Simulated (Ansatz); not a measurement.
For 1T (CdI2-type) TiTe2, LDA (PAW; Ansatz, a program for electronic structure) gives:

```
Quantity                        Value
---------------------  --------------
lattice parameter a           3.667 Å
c axis length                 6.335 Å
enthalpy of formation  -0.732 eV/atom
```

Q: What does HSE06 (Ansatz, plane waves, PAW) give for the same quantities?

A: 
- lattice constant a: 3.784 Å (grows by 3.2 %)
- lattice parameter c: 7.083 Å (increases by 12 %)
- formation enthalpy: -0.844 eV/atom (moves by -0.112 eV/atom)

Changes are worked out from the printed values.

Unless a cell is named, each level is at its own relaxed cell (LDA 24.59, HSE06 29.27 Å³/atom).

Levels without +SOC leave out spin–orbit coupling, which shifts energies and cells of such heavy elements.

Caveats: hybrids on metals are sensitive to the k mesh and can open a false gap (HSE06); the cell comes from a level without a dispersion term, which matters for the spacing of layers, chains or molecules (LDA, HSE06). Ansatz's density-functional and Hartree–Fock values are scalar-relativistic unless marked +SOC, with PAW data made under PBE.
